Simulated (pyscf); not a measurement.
Single points on ωB97X-D3(BJ)/def2-SVP structures (PySCF, gas phase). Correlated levels are frozen-core, on RHF or UHF. ΔMP2 is the change of the MP2 total energy from the triple- to the quadruple-zeta basis.

Q: For `[F][SiH]([F])[SiH3]` → `[SiH4]` + `[F][Si][F]` [singlet], a 1,1-elimination (singlet surface; Si–Si, H–Si broken, H–Si formed), PBE/def2-TZVP gives ΔE‡ = 2.22 eV and ΔE = +1.27 eV (zero: the reactant's lowest minimum found). In which direction and how far do r²SCAN/def2-TZVP, M06-2X/def2-TZVP, CCSD(T)/def2-TZVPP + ΔMP2(QZVPP) move these?

A: r²SCAN: ΔE‡ = 2.37 eV, ΔE = +1.50 eV; M06-2X: ΔE‡ = 2.47 eV, ΔE = +1.30 eV; CCSD(T): ΔE‡ = 2.51 eV, ΔE = +1.31 eV. PBE's barrier lies under all of them, by 0.15 to 0.29 eV. Its reaction energy lies under all of them, by 0.02 to 0.22 eV. One saddle was located; it need not be the lowest between these sides. The CCSD(T) − MP2 part came from Ansatz, without density fitting, on the same reference.
